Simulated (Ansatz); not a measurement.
`FCC1CO1` → `FC1CO1` + `[CH2]` (triplet) at 700 K and 1 bar (formal loss of a carbene).

Isolated molecules relaxed with PBE0-D4/def2-TZVP in Ansatz; ΔE leaves out vibrations. CCSD(T)/CBS is the MP2 limit (def2-TZVPP, def2-QZVPP) plus CCSD(T) − MP2 in def2-TZVPP, frozen cores. This one scheme is used for every species. Triplets are unrestricted, without spin–orbit coupling. Each species was taken in one conformer, which may not be the lowest.

| species | CCSD(T)/CBS energy (Eh) | H − E (kJ/mol) | S (J/(mol·K)) |
| --- | --- | --- | --- |
| `FCC1CO1` | -292.07179 | 269.1 | 395.2 |
| `FC1CO1` | -252.81736 | 177.0 | 333.8 |
| `[CH2]` (triplet) | -39.09499 | 70.4 | 226.8 |

H − E and S are ideal-gas, rigid-rotor, harmonic terms from PBE0-D4/def2-TZVP, for one conformer and one mirror image of each species, with the whole ground term of open shells counted as degenerate. 1 Eh = 2625.50 kJ/mol, R = 8.31446 J/(mol·K).

Task: By hand: ΔE, ΔH, ΔS and ΔG.

Result: ΔE = (-252.81736) + (-39.09499) − (-292.07179) = 0.15944 Eh = 418.6 kJ/mol. Δ(H − E) = 177.0 + 70.4 − 269.1 = -21.7, so ΔH = 396.9 kJ/mol. ΔS = 333.8 + 226.8 − 395.2 = 165.4 J/(mol·K). ΔG = 396.9 − 700 × (165.4)/1000 = 281.1 kJ/mol.

Task: By hand: the equilibrium constant, and the temperature at which ΔG would vanish if ΔH and ΔS stayed fixed.

Result: log₁₀ K = −ΔG/(RT ln 10) = -21.0. ΔG = 0 at ΔH/ΔS = 2400 K.

The number of gas molecules changes by +1, which sets the sign of ΔS. A doubt of 5 kJ/mol in ΔE shifts log₁₀ K by 0.4 here. Other conformers and mirror images would add mixing entropy, several J/(mol·K) or more a flexible species. A triplet takes part, so the spin changes. These are equilibria of isolated gas molecules and say nothing of rates. Largest T1 diagnostic: 0.012 (customary marks: 0.02 for closed shells, 0.045 for open ones).
